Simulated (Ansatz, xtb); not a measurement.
Relative energy of two isomers of C2H3Si−

Structure X is `C#C[SiH2-]`, a singlet and structure Y is `[C-]#C[SiH3]`, a singlet. Both are isolated ions in the gas phase, relaxed with PBE0-D3(BJ)/def2-SVPD.

Energies in hartree; the thermal terms are from PBE0-D3(BJ)/def2-SVPD harmonic frequencies (ideal gas, rigid rotor, one conformer each, 298.15 K, 1 atm) and include the zero-point energy:

```
                               X           Y
E, CCSD(T)/def2-SVPD  −366.611493  −366.609406
    E, MP2/def2-SVPD  −366.559927  −366.559221
  E, MP2/def2-TZVPPD  −366.811801  −366.812427
   zero-point energy     0.032087     0.031138
        H(298 K) − E     0.037569     0.036604
        G(298 K) − E     0.006354     0.006088
```

Q: Correct the CCSD(T) difference for the basis set by the MP2 change, then work out ΔE, ΔE₀, ΔH and ΔG for X → Y in kcal/mol (1 Eh = 627.51 kcal/mol) and the equilibrium ratio [Y]/[X].

A: 1. Differences Y − X: CCSD(T) +0.002087, MP2 in the small set +0.000706, MP2 in the large set −0.000626 Eh.
2. ΔE = +0.002087 + (−0.000626 − (+0.000706)) = +0.000755 Eh = +0.47 kcal/mol.
3. ΔE₀ = ΔE + ΔZPE = +0.000755 + (−0.000949) Eh = −0.12 kcal/mol.
4. ΔH = ΔE + (−0.000965) Eh = −0.13 kcal/mol.
5. ΔG = ΔE + (−0.000266) Eh = +0.31 kcal/mol, so ΔS = (ΔH − ΔG)/T = −6.2 J/(mol K).
6. kT = 0.9442 mEh, so K = [Y]/[X] = exp(−ΔG/kT) = exp(−0.52) ≈ 0.6.

The two are too close for this level to say which is favoured. An error of 1 kcal/mol in ΔG would change K by a factor of 5.4. Mirror images and further conformers aren't counted.

As drawn, Y has 1 Si–H in place of 1 C–H.

Other levels gave ΔE = −15.0 (GFN2-xTB); +4.5 (HF/STO-3G, GFN2-xTB geometries); −1.0 (r2SCAN-D4/def2-SVPD, GFN2-xTB geometries); +3.7 (PBE0-D3(BJ)/def2-SVPD); −4.0 (HF/def2-SVPD); +0.4 (MP2/def2-SVPD); +1.3 (CCSD(T)/def2-SVPD) kcal/mol. The correlated steps freeze 7 core orbitals. Programs: Ansatz 0.2.0, xtb 6.7.1.
